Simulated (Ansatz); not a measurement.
input.yaml

```yaml
crystal:
  periodic: [false, false, false]
  atoms:
    - { symbol: C, position_ang: [-1.0592, 1.2183, -0.6526] }
    - { symbol: Mg, position_ang: [0.1194, -0.2592, 0.2658] }
    - { symbol: "N", position_ang: [1.2736, -1.7155, 1.1475] }
    - { symbol: H, position_ang: [-1.8958, 0.7927, -1.1735] }
    - { symbol: H, position_ang: [-0.5032, 1.8135, -1.4285] }
    - { symbol: H, position_ang: [-1.478, 1.9811, 0.1094] }
    - { symbol: H, position_ang: [2.3138, -1.3557, 1.152] }
    - { symbol: H, position_ang: [1.3215, -2.5322, 0.5242] }
basis:
  gaussian: { orbitals: def2-SVP }
hamiltonian:
  xc: b3lyp
  dispersion: d4
relax:
  f_tol: 0.015
  max_steps: 40
```

Run as:

```bash
$ ansatz run input.yaml --threads 1 --pin off --max-ram 2048MiB --backend cpu --events-out ev --progress --plain --runs-dir out
```

Hardware: 1 thread of AMD EPYC 9R45 96-Core Processor (Zen 5), with other jobs on the host.

**Question.** Roughly how long does this run take, and how much memory?

**Answer.** 6.2 s, with a peak of 0.15 GiB, for 6 ionic steps.
